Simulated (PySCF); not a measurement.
## Chlorine: a sound run and one with changed settings

Sound run: Cl [Ne] 3s2 3p5, Cl⁺ [Ne] 3s2 3p4. Computed with PySCF 2.14 in cc-pVDZ-DK, with scalar relativity by spin-free X2C-1e. The sound run starts from symmetry-adapted Hartree-Fock orbitals and uses a fine grid where one is needed.

Changed run: initial guess 1e, at most 5 SCF cycles. This setting is unsound on purpose.

```json
{"species": "Cl", "method": "UHF", "sound run (hartree)": "-460.87843", "changed run (hartree)": "-460.87843", "converged": "no"}
{"species": "Cl", "method": "B3LYP", "sound run (hartree)": "-461.57661", "changed run (hartree)": "-461.57661", "converged": "no"}
{"species": "Cl", "method": "M06-L", "sound run (hartree)": "-461.54162", "changed run (hartree)": "-461.54162", "converged": "no"}
{"species": "Cl⁺", "method": "UHF", "sound run (hartree)": "-460.44494", "changed run (hartree)": "-460.44494", "converged": "no"}
{"species": "Cl⁺", "method": "B3LYP", "sound run (hartree)": "-461.09831", "changed run (hartree)": "-461.09831", "converged": "no"}
{"species": "Cl⁺", "method": "M06-L", "sound run (hartree)": "-461.06210", "changed run (hartree)": "-461.06210", "converged": "no"}
```

The SCF was stopped early; the energies are upper bounds that still move, and correlated levels were skipped or rest on poor orbitals.
